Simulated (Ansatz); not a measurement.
Consider the atomization: `[OH][Mg][F]` → F• + H• + Mg (atom) + O•.

Isolated molecules relaxed with PBE0-D4/def2-TZVP in Ansatz; ΔE leaves out vibrations. CBS: MP2 limit from def2 TZ/QZ plus the TZ coupled-cluster correction, frozen cores. This one scheme is used for every species, atoms too. Functionals use def2-TZVPP. B3LYP here is the variant with VWN-RPA as its local correlation; programs differ in this. HSE06 is defined as in plane-wave codes. No spin–orbit coupling; open shells (•) take unrestricted orbitals. Spin–orbit coupling would lower the free atoms: a little for F, O. For Mg outer-core shells are correlated without core-valence functions, so the limit isn't a true one: a few kJ/mol of doubt a bond, and 10 to 20 or more in all where bonds break to atoms. One conformer a species, not always the lowest.

(1) What is ΔE at CCSD(T)/CBS? (Best estimate.)

(2) What do these levels give: ωB97M-V, B2PLYP, B3LYP, HSE06, LC-ωPBE, CCSD(T)/def2-QZVPP? (An estimate is asked.)

Largest T1 diagnostic among the species: 0.011.

Answers

(1) The calculation gave: +14.18 eV.

(2) Ansatz gave: ωB97M-V 13.73, B2PLYP 13.73, B3LYP 13.64, HSE06 13.49, LC-ωPBE 14.03, CCSD(T)/def2-QZVPP 13.93 eV.

At CCSD(T), def2-SVP lies −1.26 eV from the extrapolated value and def2-TZVPP −0.75 eV: correlation converges slowly with the basis, and small sets miss more of it in the bonded molecule than in its fragments. In def2-TZVPP, CCSD(T) changes the Hartree–Fock value by +3.98 eV (the triples alone add +0.24 eV) and MP2 by +4.80 eV; breaking electron pairs costs correlation energy, which Hartree–Fock lacks.

For atomizations the MP2-based limit and the directly extrapolated one differ by several kJ/mol either way, and by 10 to 25 for some Ge, Se and Sn compounds, so smaller differences from it don't rank the levels.
